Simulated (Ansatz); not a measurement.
A CCSD(T) single point on C$_{2}$H$_{6}$FNO$_{2}$, SMILES `NC(O)(F)CO`.

```yaml
crystal:
  periodic: [false, false, false]
  atoms:
    - {symbol: N, position_ang: [-1.392034, 0.122378, 0.535256]}
    - {symbol: C, position_ang: [0.015314, -0.130072, 0.587506]}
    - {symbol: O, position_ang: [0.673340, 0.999380, 1.013384]}
    - {symbol: F, position_ang: [0.192937, -1.156368, 1.496172]}
    - {symbol: C, position_ang: [0.674030, -0.564984, -0.714437]}
    - {symbol: O, position_ang: [0.468271, 0.396722, -1.717810]}
    - {symbol: H, position_ang: [-1.602271, 0.632464, -0.315950]}
    - {symbol: H, position_ang: [-1.900879, -0.752428, 0.516162]}
    - {symbol: H, position_ang: [0.086591, 1.438417, 1.641130]}
    - {symbol: H, position_ang: [0.214200, -1.494831, -1.051818]}
    - {symbol: H, position_ang: [1.737905, -0.748563, -0.524444]}
    - {symbol: H, position_ang: [0.909498, 1.202784, -1.431149]}
basis:
  gaussian: {orbitals: def2-TZVPP}
correlation: {method: ccsd_t}
output: {orbitals: {seedname: orbitals}}
```

```sh
$ ansatz run in.yaml --threads 4 --pin off --events-out ev --progress --plain --max-ram 10444MiB
```

The program prints (abridged):

```
Functional definition: HF
1676 factors; integrals over basis functions are off by at most 1.0e-3 eV
mean field evaluation 1: about -10417.1334 eV, gradient 5.1e1 eV
mean field evaluation 2: about -10417.4394 eV, gradient 5.1e1 eV
mean field evaluation 4: about -10422.3554 eV, gradient 4.5e0 eV
mean field evaluation 8: about -10422.4222 eV, gradient 3.2e-1 eV
mean field -10422.42260251 eV, -383.0169660703 hartree, gradient 2.4e-6 eV, S^2 0.000000; 0 other end points of the search recorded, 0 dependent functions left out
6 core orbitals not correlated: weight in the atoms' cores, before any rotation towards them, 1.000 or more for the frozen orbitals, at most 0.000 for the correlated occupied ones
reference -10422.42260251 eV, -383.0169660703 hartree; 19, 19 occupied and 245, 245 virtual orbitals, 1676 factors
second order -34.78634210 eV of doubles, -0.00000000 eV of singles
cycle   1  -34.59977440 eV  change    1.9e-1 eV  update   1.1e-1
cycle   2  -35.32032885 eV  change   -7.2e-1 eV  update   3.1e-2
cycle   3  -35.47922179 eV  change   -1.6e-1 eV  update   1.5e-2
cycle   4  -35.46296291 eV  change    1.6e-2 eV  update   3.2e-3
cycle   5  -35.46182621 eV  change    1.1e-3 eV  update   1.4e-3
cycle   6  -35.46299575 eV  change   -1.2e-3 eV  update   4.6e-4
cycle   7  -35.46273273 eV  change    2.6e-4 eV  update   1.7e-4
cycle   8  -35.46260410 eV  change    1.3e-4 eV  update   5.2e-5
cycle   9  -35.46261378 eV  change   -9.7e-6 eV  update   1.8e-5
perturbative correction -1.29863292 eV, -0.0477238795 hartree
Total energy: -10459.18384920 eV, -384.3679169688 hartree
```

Run time 5.6 min (4 threads of an Arm Neoverse V2 on a shared host); peak host memory 8 GiB.

Correlation energy per correlated electron: -0.967 eV. T1 diagnostic: 0.0111.
